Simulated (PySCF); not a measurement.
PySCF input (TPSSh/def2-TZVPD):

```python
from pyscf import gto, scf, dft

mol = gto.M(
    atom='''
    Si    0.00013137    0.09379286   -0.00506959
    H    -1.28673356   -0.65435788    0.04272540
    H     1.28489441   -0.65874222    0.02824883
    ''',
    basis='def2-tzvpd',
    charge=1,
    spin=1,
    verbose=4,
)

mf = dft.UKS(mol, xc='tpssh').density_fit(auxbasis='def2-universal-jkfit')
mf.grids.level = 3
mf.conv_tol = 1e-9
mf.max_cycle = 100
mf.max_memory = 1500
mf.kernel()
if not mf.converged:
    mf = mf.newton()
    mf.kernel(mf.make_rdm1())
for _ in range(2):
    mo, _, stable, _ = mf.stability(return_status=True)
    if stable:
        break
    mf.kernel(mf.make_rdm1(mo, mf.mo_occ))
mf.analyze()
```

Output:

```
PySCF version 2.14.0

[INPUT] verbose = 4
[INPUT] num. atoms = 3
[INPUT] num. electrons = 15
[INPUT] charge = 1
[INPUT] spin (= nelec alpha-beta = 2S) = 1
[INPUT] symmetry False subgroup None
[INPUT] Mole.unit = angstrom
[INPUT] Symbol           X                Y                Z      unit          X                Y                Z       unit  Magmom
[INPUT]  1 Si     0.000131370000   0.093792860000  -0.005069590000 AA    0.000248253321   0.177242817840  -0.009580136664 Bohr   0.0
[INPUT]  2 H     -1.286733560000  -0.654357880000   0.042725400000 AA   -2.431574023687  -1.236557180651   0.080739304562 Bohr   0.0
[INPUT]  3 H      1.284894410000  -0.658742220000   0.028248830000 AA    2.428098533885  -1.244842382488   0.053382552039 Bohr   0.0

nuclear repulsion = 10.1546688298867
number of shells = 25
number of NR pGTOs = 91
number of NR cGTOs = 61
basis = def2-tzvpd
ecp = {}

******** <class 'pyscf.df.df_jk.DFUKS'> ********
method = DFUKS
initial guess = minao
damping factor = 0
level_shift factor = 0
DIIS = <class 'pyscf.scf.diis.CDIIS'>
diis_start_cycle = 1
diis_space = 8
diis_damp = 0
SCF conv_tol = 1e-09
SCF conv_tol_grad = None
SCF max_cycles = 100
direct_scf = False
number electrons alpha = 8  beta = 7
XC library pyscf.dft.libxc version 7.1.2
    S. Lehtola, C. Steigemann, M. J. T. Oliveira, and M. A. L. Marques,  SoftwareX 7, 1–5 (2018)
XC functionals = tpssh
    V. N. Staroverov, G. E. Scuseria, J. Tao, and J. P. Perdew,  J. Chem. Phys. 119, 12129 (2003)
radial grids:
    Treutler-Ahlrichs [JCP 102, 346 (1995); DOI:10.1063/1.469408] (M4) radial grids

becke partition: Becke, JCP 88, 2547 (1988); DOI:10.1063/1.454033
pruning grids: <function nwchem_prune>
grids dens level: 3
symmetrized grids: False
atomic radii adjust function: <function treutler_atomic_radii_adjust>
small_rho_cutoff = 0
Set gradient conv threshold to 3.16228e-05
tot grids = 38800
******** <class 'pyscf.df.df.DF'> ********
auxbasis = def2-universal-jkfit
init E= -290.465872941553
  alpha nocc = 8  HOMO = -0.205732832187779  LUMO = -0.143372744506946
  beta  nocc = 7  HOMO = -0.372974365694708  LUMO = -0.205732832187778

WARN: HOMO -0.205732832187779 >= LUMO -0.205732832187778

cycle= 1 E= -290.276277933583  delta_E= 0.19  |g|= 0.191  |ddm|= 0.845
  alpha nocc = 8  HOMO = -0.572333676691173  LUMO = -0.428981945661084
[...]
  beta  nocc = 7  HOMO = -0.626366580830258  LUMO = -0.417962900060115
  HOMO = -0.530862919824  LUMO = -0.41796290006  gap/eV = 3.07217
Extra cycle  E= -290.306396231744  delta_E= -1.08e-12  |g|= 2.77e-07  |ddm|= 1.42e-06
converged SCF energy = -290.306396231744  <S^2> = 0.75271009  2S+1 = 2.0027083
uhf_internal: lowest eigs of H = [0.14536821 0.31067472 0.31954236]
<class 'pyscf.df.df_jk.DFUKS'> wavefunction is stable in the internal stability analysis
**** SCF Summaries ****
Total Energy =                        -290.306396231744486
Nuclear Repulsion Energy =              10.154668829886663
One-electron Energy =                 -417.038881220205212
Two-electron Energy =                  116.577816158574095
Two-electron Coulomb Energy =          137.933118147104352
DFT Exchange-Correlation Energy =      -21.355301988530254
HOMO-LUMO gap [eV] =                     3.072166019464026
**** MO energy ****
                             alpha | beta                alpha | beta
MO #1   energy= -66.3521513706133  | -66.3483475002332  occ= 1 | 1
MO #2   energy= -5.57619404777351  | -5.57180845246862  occ= 1 | 1
MO #3   energy= -3.93020348401502  | -3.92736150693238  occ= 1 | 1
MO #4   energy= -3.92395613740373  | -3.91386570146191  occ= 1 | 1
MO #5   energy= -3.91638557256224  | -3.91319830626349  occ= 1 | 1
MO #6   energy= -0.800484444348442 | -0.772287368564767 occ= 1 | 1
MO #7   energy= -0.643377313708475 | -0.626366580830258 occ= 1 | 1
MO #8   energy= -0.530862919824122 | -0.417962900060115 occ= 1 | 0
MO #9   energy= -0.408767294932037 | -0.383479703716217 occ= 0 | 0
MO #10  energy= -0.234026240109509 | -0.218739408350858 occ= 0 | 0
MO #11  energy= -0.217019205040197 | -0.177497686177546 occ= 0 | 0
MO #12  energy= -0.156805098095376 | -0.14693335922443  occ= 0 | 0
MO #13  energy= -0.13096701404128  | -0.123713392910552 occ= 0 | 0
MO #14  energy= -0.127320651630774 | -0.104142836165662 occ= 0 | 0
MO #15  energy= -0.12594923288409  | -0.0996253496515794 occ= 0 | 0
MO #16  energy= -0.0896483547683271 | -0.0837041818373088 occ= 0 | 0
MO #17  energy= -0.0702856151602891 | -0.0441090934844777 occ= 0 | 0
MO #18  energy= -0.0266109184223476 | -0.0133901803035429 occ= 0 | 0
MO #19  energy= -0.0180672343283515 | -0.00797676788873305 occ= 0 | 0
MO #20  energy= -0.00248723592381239 | 0.0161273433953379 occ= 0 | 0
MO #21  energy= 0.0427106076233427 | 0.0508058285559816 occ= 0 | 0
MO #22  energy= 0.0458903453120715 | 0.0632055460580376 occ= 0 | 0
MO #23  energy= 0.0529369221875139 | 0.0644712406220914 occ= 0 | 0
MO #24  energy= 0.0530318652941388 | 0.0702751500544765 occ= 0 | 0
MO #25  energy= 0.0744832412685899 | 0.097092883127015  occ= 0 | 0
MO #26  energy= 0.100265771757     | 0.118919830167167  occ= 0 | 0
MO #27  energy= 0.12011288188225   | 0.13223334064257   occ= 0 | 0
MO #28  energy= 0.131093556242842  | 0.148117766959085  occ= 0 | 0
MO #29  energy= 0.150218767168528  | 0.157454232395569  occ= 0 | 0
MO #30  energy= 0.194184162196414  | 0.204836855006677  occ= 0 | 0
MO #31  energy= 0.219445711820638  | 0.227945091236265  occ= 0 | 0
MO #32  energy= 0.251594325534011  | 0.280074912285247  occ= 0 | 0
MO #33  energy= 0.343026799733874  | 0.36111396227413   occ= 0 | 0
MO #34  energy= 0.40135265905627   | 0.419463259090472  occ= 0 | 0
MO #35  energy= 0.702313361832394  | 0.727316732497806  occ= 0 | 0
MO #36  energy= 0.713807376855614  | 0.736667152293276  occ= 0 | 0
MO #37  energy= 0.720347097256064  | 0.739823256015925  occ= 0 | 0
MO #38  energy= 0.722259107929614  | 0.754595439616312  occ= 0 | 0
MO #39  energy= 0.731583139569336  | 0.758470755973621  occ= 0 | 0
MO #40  energy= 0.766323376190829  | 0.788117043284654  occ= 0 | 0
MO #41  energy= 0.776691327317058  | 0.79724768955025   occ= 0 | 0
MO #42  energy= 0.789100057097137  | 0.818643915434835  occ= 0 | 0
MO #43  energy= 0.793442631568584  | 0.821033014101432  occ= 0 | 0
MO #44  energy= 0.819346242005521  | 0.84022187584444   occ= 0 | 0
MO #45  energy= 0.863665278657441  | 0.881872518998795  occ= 0 | 0
MO #46  energy= 0.935898432121387  | 0.948277430965518  occ= 0 | 0
MO #47  energy= 0.988192628056101  | 1.00708816928403   occ= 0 | 0
MO #48  energy= 1.16314090282043   | 1.18313746789686   occ= 0 | 0
MO #49  energy= 1.22172099544376   | 1.24202178641323   occ= 0 | 0
MO #50  energy= 1.51175186398566   | 1.55378676858014   occ= 0 | 0
MO #51  energy= 1.62901228626277   | 1.66394872835471   occ= 0 | 0
MO #52  energy= 1.6635953440748    | 1.69831753093547   occ= 0 | 0
MO #53  energy= 1.83530823330188   | 1.86889276018605   occ= 0 | 0
MO #54  energy= 2.14223060088556   | 2.19153136871921   occ= 0 | 0
MO #55  energy= 2.16706743430799   | 2.21365250346528   occ= 0 | 0
MO #56  energy= 2.53473398204579   | 2.59697584068921   occ= 0 | 0
MO #57  energy= 2.74081835064507   | 2.79422898851126   occ= 0 | 0
MO #58  energy= 5.6362184692976    | 5.6450256747672    occ= 0 | 0
MO #59  energy= 5.80567660229236   | 5.82480393630064   occ= 0 | 0
MO #60  energy= 5.93596484507439   | 5.95416712612906   occ= 0 | 0
MO #61  energy= 9.68159460847737   | 9.69571114516431   occ= 0 | 0

To work with the spin densities directly, `use mulliken_meta_spin()` only printing them here.

 ** Mulliken spin pop alpha/beta on meta-lowdin orthogonal AOs **
 ** Mulliken Spin Density (per AO)  **
spin_pop of  0 Si 1s       -0.00000
spin_pop of  0 Si 2s        0.00001
spin_pop of  0 Si 3s        0.19029
spin_pop of  0 Si 4s        0.00107
spin_pop of  0 Si 5s        0.00004
spin_pop of  0 Si 6s        0.00005
spin_pop of  0 Si 2px      -0.00001
spin_pop of  0 Si 2py       0.00001
spin_pop of  0 Si 2pz      -0.00002
spin_pop of  0 Si 3px      -0.01942
spin_pop of  0 Si 3py       0.66281
spin_pop of  0 Si 3pz       0.00194
spin_pop of  0 Si 4px      -0.00008
spin_pop of  0 Si 4py       0.00803
spin_pop of  0 Si 4pz       0.00003
spin_pop of  0 Si 5px      -0.00000
spin_pop of  0 Si 5py       0.00002
spin_pop of  0 Si 5pz       0.00000
spin_pop of  0 Si 6px      -0.00000
spin_pop of  0 Si 6py       0.00001
spin_pop of  0 Si 6pz       0.00000
spin_pop of  0 Si 3dxy     -0.00135
spin_pop of  0 Si 3dyz      0.00001
spin_pop of  0 Si 3dz^2     0.00196
spin_pop of  0 Si 3dxz     -0.00000
spin_pop of  0 Si 3dx2-y2    0.00100
spin_pop of  0 Si 4dxy     -0.00013
spin_pop of  0 Si 4dyz      0.00000
spin_pop of  0 Si 4dz^2     0.00007
spin_pop of  0 Si 4dxz     -0.00000
spin_pop of  0 Si 4dx2-y2    0.00025
spin_pop of  0 Si 5dxy     -0.00003
spin_pop of  0 Si 5dyz      0.00000
spin_pop of  0 Si 5dz^2     0.00002
spin_pop of  0 Si 5dxz     -0.00000
spin_pop of  0 Si 5dx2-y2    0.00002
spin_pop of  0 Si 4f-3      0.00005
spin_pop of  0 Si 4f-2      0.00000
[...]
```
